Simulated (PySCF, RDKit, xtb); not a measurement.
# Which structure has the formula AlBN?

Only the formula AlBN is given (odd number of electrons). Aim: find the structure of lowest free energy at 298.15 K, then its properties.

Plan: many cheap relaxations first (GFN2-xTB), then density-functional screening, relaxation at PBE0-D4/def2-SVP, vibrations (at GFN2-xTB) and a final energy. The numbers are computed, not measured.

2 further runs of the same task are left out: 2 set aside as unsound or not needed.

### Step 1. Drawing up candidates

All bonding patterns within simple valence rules are listed by program: one Lewis structure each, at most two rings and one unusual centre or charged pair. O–O, O–halogen and N–halogen bonds and N–N–N chains are not drawn. That gives 3 candidates.

| label | SMILES | spin |
| --- | --- | --- |
| c002 | [B]1=[N][Al]1 | doublet |
| c478 | [N]=[B][Al] | doublet |
| c791 | [B]=[N][Al] | doublet |

Candidates are built by distance geometry, with a force field where one applies, in up to four conformers (letters a to d). 2 starts with atoms placed at random are added, to find patterns that the rules miss.

### Step 2. Cheap relaxation of all starts

All 8 starts are relaxed the same way. One of them, c791b (enumerated, embedded by distance geometry and UFF), in full:

File start.xyz:

```xyz
3
c791b
Al    -2.041338     0.148101     0.845742
B     -0.444390     0.682581     2.872511
N     -1.489582     0.349748     2.545373
```

Run with:

```
$ xtb start.xyz --gfn 2 --opt --uhf 1
```

The log of the run (excerpt; [...] marks lines left out):

```text
* xtb version 6.7.1
[...]
          :  # basis functions                  18          :
[...]
          :  # electrons                        11          :
[...]
          :  Hamiltonian                  GFN2-xTB          :
[...]
          :  net charge                          0          :
          :  unpaired electrons                  1          :
[...]
   *** convergence criteria satisfied after 22 iterations ***
[...]
   *** GEOMETRY OPTIMIZATION CONVERGED AFTER 13 ITERATIONS ***
[...]
   *** convergence criteria satisfied after 3 iterations ***
[...]
         ::                     SUMMARY                     ::
         :::::::::::::::::::::::::::::::::::::::::::::::::::::
         :: total energy              -5.108830662377 Eh    ::
         :: gradient norm              0.000041799992 Eh/a0 ::
         :: HOMO-LUMO gap              2.310202651102 eV    ::
         ::.................................................::
         :: SCC energy                -5.179223900852 Eh    ::
         :: -> isotropic ES            0.025288954867 Eh    ::
         :: -> anisotropic ES          0.005847898310 Eh    ::
         :: -> anisotropic XC         -0.000706231208 Eh    ::
         :: -> dispersion             -0.001788091924 Eh    ::
         :: repulsion energy           0.070393238476 Eh    ::
         :: add. restraining           0.000000000000 Eh    ::
         :: total charge              -0.000000000000 e     ::
         :::::::::::::::::::::::::::::::::::::::::::::::::::::
[...]
         6        1.0000           -0.2911231              -7.9219 (HOMO)
         7                         -0.2062247              -5.6117 (LUMO)
[...]
     #   Z          covCN         q      C6AA      α(0)
     1  13 Al       0.800     0.211   375.343    50.516
     2   5 B        0.857     0.192    57.687    15.979
     3   7 N        1.625    -0.403    31.057     8.209
[...]
     #   Z sym  total        # sym  WBO       # sym  WBO       # sym  WBO
 ---------------------------------------------------------------------------
     1  13 Al   1.729 --     3 N    1.290     2 B    0.439
     2   5 B    2.600 --     3 N    2.161     1 Al   0.439
     3   7 N    3.451 --     2 B    2.161     1 Al   1.290
 ---------------------------------------------------------------------------
[...]
molecular dipole:
                 x           y           z       tot (Debye)
 q only:       -0.142      -0.048      -0.191
   full:       -0.147      -0.049      -0.196       0.635
molecular quadrupole (traceless):
[...]
          | TOTAL ENERGY               -5.108830662377 Eh   |
          | GRADIENT NORM               0.000041799992 Eh/α |
          | HOMO-LUMO GAP               2.310202651102 eV   |
           -------------------------------------------------
[...]
```

It took 0.05 s on 2 threads of Intel Xeon Platinum 8488C (Sapphire Rapids), shared host.

### Step 3. Distinct minima at GFN2-xTB

8 of the 8 relaxations converged; the search merged 7 into others by its test of bonds and energy. 1 distinct structure remains:

| label | start | SMILES after | spin | energy (kcal/mol) |
| --- | --- | --- | --- | --- |
| c791b | drawn and random | [B]=[N][Al] | doublet | 0.0 |

GFN2-xTB has no spin polarisation, so it can't rank spin states and is rough for open shells.

### Step 4. Second filter: single points

A choice of the minima (the low ones first, few conformers of a pattern, up to a cap) and the lowest that fell apart get a single point at r2SCAN-D4/def2-SVP on the tight-binding geometry, and one at HF/STO-3G for comparison. The first, c791b:

File job.py:

```python
from pyscf import gto, dft

mol = gto.M(
    atom=[
    ('Al', (-2.265078, 0.077782, 0.830380)),
    ('B', (-0.480914, 0.676999, 3.217093)),
    ('N', (-1.229317, 0.425649, 2.216154)),
],
    verbose=3,
    spin=1,
    charge=0,
    max_memory=3720,
    basis='def2-svp',
)

myscf = dft.UKS(mol)
myscf.xc = 'r2scan'
myscf = myscf.density_fit(auxbasis='def2-universal-jkfit')
myscf.disp = 'd4'
myscf.conv_tol = 1e-09
myscf.grids.level = 3
myscf.max_cycle = 100
myscf.kernel()
if not myscf.converged:
    myscf = myscf.newton().run(myscf.mo_coeff, myscf.mo_occ)
for _ in range(3):
    mo, _, stable, _ = myscf.stability(return_status=True)
    if stable:
        break
    myscf.kernel(myscf.make_rdm1(mo, myscf.mo_occ))

e_final = myscf.e_tot
print(f'total energy: {e_final:.8f} hartree')
```

Run with:

```
$ OMP_NUM_THREADS=2 python job.py
```

The log of the run:

```text
WARN: HOMO -0.214929352071352 >= LUMO -0.214929352071352

converged SCF energy = -321.761216740145  <S^2> = 0.76815287  2S+1 = 2.0180712
<class 'pyscf.df.df_jk.DFUKS'> wavefunction is stable in the internal stability analysis
total energy: -321.76121674 hartree
```

Wall time 18 s (2 threads of Intel Xeon Platinum 8488C (Sapphire Rapids), shared host); peak memory 0.29 GiB.

Relative energies in kcal/mol, each column from its lowest structure that stays in one piece:

| label | SMILES | spin | GFN2-xTB | HF/STO-3G | r2SCAN-D4/def2-SVP |
| --- | --- | --- | --- | --- | --- |
| c791b | [B]=[N][Al] | doublet | 0.0 | 0.0 | 0.0 |

### Step 5. Refinement at PBE0-D4/def2-SVP

1 candidate is relaxed at PBE0-D4/def2-SVP (chosen among the lowest in one piece). The first, c791b:

File run.py:

```python
# [B]=[N][Al]
from pyscf import gto, dft
from pyscf.geomopt.geometric_solver import kernel as optimise

mol = gto.Mole()
mol.atom = [
    ('Al', (-2.265078, 0.077782, 0.830380)),
    ('B', (-0.480914, 0.676999, 3.217093)),
    ('N', (-1.229317, 0.425649, 2.216154)),
]
mol.verbose = 3
mol.basis = 'def2-svp'
mol.max_memory = 3720
mol.spin = 1
mol.build()

ks = dft.UKS(mol)
ks.xc = 'pbe0'
ks = ks.density_fit(auxbasis='def2-universal-jkfit')
ks.max_cycle = 100
ks.disp = 'd4'
ks.grids.level = 3
ks.conv_tol = 1e-09
converged, mol_eq = optimise(ks, maxsteps=120, convergence_set='GAU')
print('converged:', converged)
print(mol_eq.tostring())

ks.reset(mol_eq)
mol = mol_eq
ks.kernel()
if not ks.converged:
    ks = ks.newton().run(ks.mo_coeff, ks.mo_occ)
etot = ks.e_tot
print('E = %.10f Eh' % etot)
```

Run with:

```
$ OMP_NUM_THREADS=2 python run.py
```

The log of the run:

```text
#|     Arguments passed to driver run_optimizer():      |#
convergence_set           GAU
maxiter                   120
----------------------------------------------------------
Custom engine selected.
Bonds will be generated from interatomic distances less than 1.20 times sum of covalent radii
9 internal coordinates being used (instead of 9 Cartesians)
Internal coordinate system (atoms numbered from 1):
Distance 1-3
Distance 2-3
LinearAngleX 1-3-2
LinearAngleY 1-3-2
Translation-X 1-3
Translation-Y 1-3
Translation-Z 1-3
Rotation-A 1-3
Rotation-B 1-3
Rotation-C 1-3
> ===== Optimization Info: ====
> Job type: Energy minimization
> Maximum number of optimization cycles: 120
> Initial / maximum trust radius (Angstrom): 0.100 / 0.300
> Convergence Criteria:
> Will converge when all 5 criteria are reached:
>  |Delta-E| < 1.00e-06
>  RMS-Grad  < 3.00e-04
>  Max-Grad  < 4.50e-04
>  RMS-Disp  < 1.20e-03
>  Max-Disp  < 1.80e-03
> === End Optimization Info ===

Geometry optimization cycle 1
Cartesian coordinates (Angstrom)
 Atom        New coordinates             dX        dY        dZ
  Al  -2.265078   0.077782   0.830380    0.000000  0.000000  0.000000
   B  -0.480914   0.676999   3.217093    0.000000  0.000000  0.000000
   N  -1.229317   0.425649   2.216154    0.000000  0.000000 -0.000000

WARN: Mole.unit (angstrom) is changed to Bohr

WARN: HOMO -0.220453627707167 >= LUMO -0.220453627707167

converged SCF energy = -321.622682631195  <S^2> = 0.76458807  2S+1 = 2.0145352
--------------- DFUKS_Scanner gradients ---------------
         x                y                z
0 Al     0.0115403633     0.0038750414     0.0154386803
1 B     0.0034665975     0.0011638910     0.0046322651
2 N    -0.0150531042    -0.0049854567    -0.0200923913
----------------------------------------------
cycle 1: E = -321.622682631  dE = -321.623  norm(grad) = 0.0328106
Step    0 : Gradient = 1.894e-02/2.560e-02 (rms/max) Energy = -321.6226826312
Hessian Eigenvalues: 5.00000e-02 5.00000e-02 5.00000e-02 ... 2.50000e-01 2.91067e-01 7.47012e-01

Geometry optimization cycle 2
Cartesian coordinates (Angstrom)
 Atom        New coordinates             dX        dY        dZ
  Al  -2.277829   0.072974   0.812982   -0.012751 -0.004808 -0.017398
   B  -0.475064   0.678175   3.224501    0.005850  0.001176  0.007408
   N  -1.220952   0.427583   2.226825    0.008365  0.001934  0.010671
converged SCF energy = -321.623498631909  <S^2> = 0.76497748  2S+1 = 2.0149218
--------------- DFUKS_Scanner gradients ---------------
         x                y                z
0 Al     0.0024060190     0.0008067160     0.0032179242
1 B     0.0006667471     0.0002257563     0.0008892956
2 N    -0.0031198793    -0.0009794329    -0.0041290184
----------------------------------------------
cycle 2: E = -321.623498632  dE = -0.000816001  norm(grad) = 0.00676926
Step    1 : Displace = 1.596e-02/2.245e-02 (rms/max) Trust = 1.000e-01 (=) Grad = 3.908e-03/5.267e-03 (rms/max) E (change) = -321.6234986319 (-8.160e-04) Quality = 1.186
Hessian Eigenvalues: 4.99894e-02 5.00000e-02 5.00000e-02 ... 2.50000e-01 2.50038e-01 7.42999e-01

Geometry optimization cycle 3
Cartesian coordinates (Angstrom)
 Atom        New coordinates             dX        dY        dZ
  Al  -2.280787   0.071363   0.808601   -0.002959 -0.001611 -0.004381
   B  -0.472968   0.677836   3.226741    0.002096 -0.000339  0.002240
   N  -1.218199   0.427406   2.229840    0.002753 -0.000178  0.003015
converged SCF energy = -321.623539628464  <S^2> = 0.7650719  2S+1 = 2.0150155
--------------- DFUKS_Scanner gradients ---------------
         x                y                z
0 Al     0.0002407326     0.0000815243     0.0003223666
1 B    -0.0000385220    -0.0000087598    -0.0000523502
2 N    -0.0002494723    -0.0000192095    -0.0002917329
----------------------------------------------
cycle 3: E = -321.623539628  dE = -4.09966e-05  norm(grad) = 0.000566157
Step    2 : Displace = 4.231e-03/5.954e-03 (rms/max) Trust = 1.414e-01 (+) Grad = 3.269e-04/4.105e-04 (rms/max) E (change) = -321.6235396285 (-4.100e-05) Quality = 1.083
Hessian Eigenvalues: 4.97465e-02 5.00000e-02 5.00000e-02 ... 2.50000e-01 2.50309e-01 7.46613e-01

Geometry optimization cycle 4
Cartesian coordinates (Angstrom)
 Atom        New coordinates             dX        dY        dZ
  Al  -2.280734   0.070823   0.808289    0.000054 -0.000540 -0.000312
   B  -0.472152   0.677143   3.227311    0.000816 -0.000692  0.000570
   N  -1.217353   0.426695   2.230371    0.000846 -0.000711  0.000531
converged SCF energy = -321.62354003868  <S^2> = 0.7650853  2S+1 = 2.0150288
--------------- DFUKS_Scanner gradients ---------------
         x                y                z
0 Al    -0.0000067060     0.0000000278    -0.0000076022
1 B    -0.0000070857     0.0000038348    -0.0000088314
2 N    -0.0000334824     0.0000499593    -0.0000052369
----------------------------------------------
cycle 4: E = -321.623540039  dE = -4.10216e-07  norm(grad) = 6.23707e-05
Step    3 : Displace = 5.265e-04/7.362e-04 (rms/max) Trust = 2.000e-01 (+) Grad = 3.601e-05/6.037e-05 (rms/max) E (change) = -321.6235400387 (-4.102e-07) Quality = 0.805
Hessian Eigenvalues: 4.97465e-02 5.00000e-02 5.00000e-02 ... 2.50000e-01 2.50309e-01 7.46613e-01
Converged! =D

converged: True
Al         -2.28073351        0.07082266        0.80828861
B          -0.47215213        0.67714346        3.22731068
N          -1.21735304        0.42669495        2.23037141

WARN: HOMO -0.221777044538825 >= LUMO -0.221777044538825

converged SCF energy = -321.623540038706  <S^2> = 0.7650882  2S+1 = 2.0150317
E = -321.6235400387 Eh
```

It took 11 s on 2 threads of Intel Xeon Platinum 8488C (Sapphire Rapids), shared host; peak memory 0.41 GiB.

Energy change by step (eV): 0.0000, -0.0222, -0.0233, -0.0233.

After the run. Bond lengths: Al1–N3 1.811 Å, B2–N3 1.270 Å. Angles: Al1–N3–B2 180.0°.

### Step 6. After refinement

| label | spin | r2SCAN-D4/def2-SVP (kcal/mol) | PBE0-D4/def2-SVP, relaxed (kcal/mol) | time |
| --- | --- | --- | --- | --- |
| c791b | doublet | 0.0 | 0.0 | 11 s |

### Step 7. Harmonic analysis of the finalists

The lowest few go on as finalists. In this search the thermal terms come from GFN2-xTB at its own nearest minimum. The first, c791b:

File start.xyz:

```xyz
3
c791b
Al    -2.280734     0.070823     0.808289
B     -0.472152     0.677143     3.227311
N     -1.217353     0.426695     2.230371
```

Run with:

```
$ xtb start.xyz --gfn 2 --ohess tight --uhf 1
```

The log of the run (excerpt; [...] marks lines left out):

```text
* xtb version 6.7.1
[...]
          :  # basis functions                  18          :
[...]
          :  # electrons                        11          :
[...]
          :  Hamiltonian                  GFN2-xTB          :
[...]
          :  net charge                          0          :
          :  unpaired electrons                  1          :
[...]
   *** convergence criteria satisfied after 21 iterations ***
[...]
   *** GEOMETRY OPTIMIZATION CONVERGED AFTER 5 ITERATIONS ***
[...]
   *** convergence criteria satisfied after 3 iterations ***
[...]
         ::                     SUMMARY                     ::
         :::::::::::::::::::::::::::::::::::::::::::::::::::::
         :: total energy              -5.108830655896 Eh    ::
         :: gradient norm              0.000072571047 Eh/a0 ::
         :: HOMO-LUMO gap              2.310321987928 eV    ::
         ::.................................................::
         :: SCC energy                -5.179222646902 Eh    ::
         :: -> isotropic ES            0.025288229263 Eh    ::
         :: -> anisotropic ES          0.005847855670 Eh    ::
         :: -> anisotropic XC         -0.000706920656 Eh    ::
         :: -> dispersion             -0.001788091470 Eh    ::
         :: repulsion energy           0.070391991005 Eh    ::
         :: add. restraining           0.000000000000 Eh    ::
         :: total charge               0.000000000000 e     ::
         :::::::::::::::::::::::::::::::::::::::::::::::::::::
[...]
         6        1.0000           -0.2911261              -7.9219 (HOMO)
         7                         -0.2062227              -5.6116 (LUMO)
[...]
     #   Z          covCN         q      C6AA      α(0)
     1  13 Al       0.800     0.211   375.342    50.516
     2   5 B        0.857     0.192    57.687    15.979
     3   7 N        1.625    -0.403    31.057     8.209
[...]
molecular dipole:
                 x           y           z       tot (Debye)
 q only:       -0.143      -0.047      -0.191
   full:       -0.147      -0.049      -0.196       0.635
molecular quadrupole (traceless):
[...]
          | TOTAL ENERGY               -5.108830655843 Eh   |
          | TOTAL ENTHALPY             -5.097593252477 Eh   |
          | TOTAL FREE ENERGY          -5.125344927361 Eh   |
          | GRADIENT NORM               0.000073103940 Eh/α |
[...]
```

Run time: 0.067 s. Hardware: 2 threads of Intel Xeon Platinum 8488C (Sapphire Rapids), shared host.

### Step 8. Zero-point energy and free-energy terms

As xtb prints them, at 298.15 K, with its own treatment of low modes:

| label | SMILES | spin | lowest mode (cm⁻¹) | zero-point (kcal/mol) | G − E (kcal/mol) |
| --- | --- | --- | --- | --- | --- |
| c791b | [B]=[N][Al] | doublet | 179 | 4.2 | -10.4 |

### Step 9. Last filter: a higher level

Single points at CCSD(T)/def2-SVP + MP2/def2-TZVPP - MP2/def2-SVP on the refined geometries decide the order.

c791b, CCSD(T)/def2-SVP:

File calc.py:

```python
from pyscf import gto, scf, cc

mol = gto.M(
    atom='Al -2.280734 0.070823 0.808289; B -0.472152 0.677143 3.227311; N -1.217353 0.426695 2.230371',
    charge=0,
    spin=1,
    basis='def2-svp',
    verbose=3,
    max_memory=3720,
)

myscf = scf.UHF(mol)
myscf.max_cycle = 100
myscf.conv_tol = 1e-09
myscf.kernel()
if not myscf.converged:
    myscf = myscf.newton().run(myscf.mo_coeff, myscf.mo_occ)
for _ in range(3):
    mo, _, stable, _ = myscf.stability(return_status=True)
    if stable:
        break
    myscf.kernel(myscf.make_rdm1(mo, myscf.mo_occ))

mycc = cc.CCSD(myscf, frozen=7)
mycc.kernel()
e_t = mycc.ccsd_t()
etot = mycc.e_tot + e_t
print(f'total energy: {etot:.8f} hartree')
```

Run with:

```
$ OMP_NUM_THREADS=2 python calc.py
```

The log of the run:

```text
WARN: HOMO -0.184034087500372 >= LUMO -0.184034087500372

converged SCF energy = -320.884285212424  <S^2> = 0.82083373  2S+1 = 2.0696219
<class 'pyscf.scf.uhf.UHF'> wavefunction is stable in the internal stability analysis
E(UCCSD) = -321.1557640511149  E_corr = -0.2714788386908984
UCCSD(T) correction = -0.0122814273725655
total energy: -321.16804548 hartree
```

It took 2.9 s on 2 threads of Intel Xeon Platinum 8488C (Sapphire Rapids), shared host; peak memory 0.22 GiB.

### Step 10. c791b at MP2/def2-TZVPP

File input.xyz:

```xyz
3

Al    -2.280734     0.070823     0.808289
B     -0.472152     0.677143     3.227311
N     -1.217353     0.426695     2.230371
```

File input.py:

```python
from pyscf import gto, scf, mp

mol = gto.M(
    atom='input.xyz',
    max_memory=3720,
    verbose=3,
    basis='def2-tzvpp',
    charge=0,
    spin=1,
)

mf = scf.UHF(mol)
mf.conv_tol = 1e-09
mf.max_cycle = 100
mf.kernel()
if not mf.converged:
    mf = mf.newton().run(mf.mo_coeff, mf.mo_occ)
for _ in range(3):
    mo, _, stable, _ = mf.stability(return_status=True)
    if stable:
        break
    mf.kernel(mf.make_rdm1(mo, mf.mo_occ))

pt = mp.MP2(mf, frozen=7).run()
e_final = pt.e_tot
print(f'total energy: {e_final:.8f} hartree')
```

Run with:

```
$ OMP_NUM_THREADS=2 python input.py
```

The log of the run:

```text
WARN: HOMO -0.184847734173012 >= LUMO -0.184847734173012

converged SCF energy = -321.059957347778  <S^2> = 0.81622209  2S+1 = 2.0651606
<class 'pyscf.scf.uhf.UHF'> wavefunction is stable in the internal stability analysis
E(UMP2) = -321.367832121902  E_corr = -0.307874774124364
E(SCS-UMP2) = -321.362174321902  E_corr = -0.302216974123601
total energy: -321.36783212 hartree
```

Run time: 6.3 s. Hardware: 2 threads of Intel Xeon Platinum 8488C (Sapphire Rapids), shared host; peak memory 0.25 GiB.

### Step 11. The ranking

Energies in kcal/mol from c791b; G adds the thermal terms to the CCSD(T)/def2-SVP + MP2/def2-TZVPP - MP2/def2-SVP energy. The columns left of the relaxed level are at the tight-binding geometries.

| label | SMILES | spin | GFN2-xTB | HF/STO-3G | r2SCAN-D4/def2-SVP | PBE0-D4/def2-SVP | HF/def2-SVP | MP2/def2-SVP | CCSD(T)/def2-SVP + MP2/def2-TZVPP - MP2/def2-SVP | G | share at equilibrium | T1 |
| --- | --- | --- | --- | --- | --- | --- | --- | --- | --- | --- | --- | --- |
| c791b | [B]=[N][Al] | doublet | 0.0 | 0.0 | 0.0 | 0.0 | 0.0 | 0.0 | 0.0 | 0.0 | 100.0 % | 0.030 |

Lowest found: c791b, `[B]=[N][Al]`, a doublet. Bond lengths: Al1–N3 1.811 Å, B2–N3 1.270 Å. Angles: Al1–N3–B2 180.0°.

```xyz
3

Al   -2.2807    0.0708    0.8083
B    -0.4722    0.6771    3.2273
N    -1.2174    0.4267    2.2304
```

[end of part 1 of 2]
